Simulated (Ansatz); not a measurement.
A made-up structure of CH4NSi, doublet:

C1  (-0.636, 0.012, -0.728)
N2  (-1.100, -0.356, 0.552)
Si3  (0.570, 0.074, 0.706)
H4  (-0.159, -0.750, -1.367)
H5  (-1.221, 0.730, -1.302)
H6  (-1.131, -1.260, 1.025)
H7  (0.887, 1.202, 1.604)
(Å)

It is relaxed with PBE-D4/def2-SVP and then PBE0-D4/def2-TZVP (Ansatz 0.2.0). Atoms count as bonded within 1.22 times the sum of their covalent radii (H–H: 0.88 Å). The end point is not checked to be a true minimum.

**Question.** Does its bonding change? (A judgement: the text doesn't fix the answer.)

**Answer.** By the calculation: No: no bond forms or breaks.

Where it ends: The first stage lowers the energy by 0.81 eV in 21 steps. It ends as CH₄NSi ([CH2]1[NH][SiH]1):
C1  (-0.474, -0.110, -0.722)
N2  (-0.660, -0.859, 0.537)
Si3  (0.738, 0.126, 0.669)
H4  (-0.219, -0.716, -1.588)
H5  (-1.190, 0.680, -0.946)
H6  (-1.550, -0.814, 1.008)
H7  (0.566, 1.345, 1.533)
(Å)

Labels in which every atom is bracketed show which atoms are joined, not bond orders.

For scale, one of the runs: PBE0-D4/def2-TZVP relaxation, 123 basis functions, launched by `ansatz run in.yaml --threads 2 --pin off --events-out ev --progress --plain --max-ram 4352MiB`. Hardware: 2 CPU threads of an Arm Neoverse V1, shared host. Wall time about 37 s.
